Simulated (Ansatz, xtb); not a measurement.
# C2H2FS+: where a starting geometry ends

The starting geometry of this gas-phase singlet was built from a drawn formula by distance geometry and a force field; its bonds are those of `[CH+]=C(F)S`.

```json
{"atom": "C", "x (Å)": "0.1387", "y (Å)": "0.3661", "z (Å)": "-0.3073"}
{"atom": "C", "x (Å)": "1.1140", "y (Å)": "-0.3732", "z (Å)": "0.1102"}
{"atom": "F", "x (Å)": "1.4160", "y (Å)": "-1.5339", "z (Å)": "-0.5309"}
{"atom": "S", "x (Å)": "2.0536", "y (Å)": "0.0724", "z (Å)": "1.4834"}
{"atom": "H", "x (Å)": "-0.6476", "y (Å)": "0.9318", "z (Å)": "-0.6897"}
{"atom": "H", "x (Å)": "1.4071", "y (Å)": "1.2096", "z (Å)": "1.7865"}
```

Q: Where would you expect an optimisation with r2SCAN-D4/def2-SVP to take it?

A: It rearranges to `FC1=C[SH+]1`. Contacts that close: C1–S4 (2.64 → 1.85 Å).

The energy falls by 1.92 eV over 15 steps:

```csv
step,E − E(last) (eV)
1,1.916
3,1.750
4,1.480
6,0.855
7,0.499
9,0.040
10,0.039
12,0.001
13,0.000
15,0.000
```

Final geometry (Å):

```xyz
6

C     0.3760    0.4849   -0.2325
C     1.0622   -0.5858   -0.0339
F     1.3301   -1.8078   -0.1867
S     1.8384    0.8097    0.8528
H    -0.4139    1.1110   -0.6531
H     1.2890    0.6609    2.1055
```

From the same start GFN2-xTB reaches the same bonding as this run.

The end wasn't checked by frequencies. Run with Ansatz 0.2.0, 67 s on 1 thread of AMD EPYC (Zen 3), with other jobs on the host.
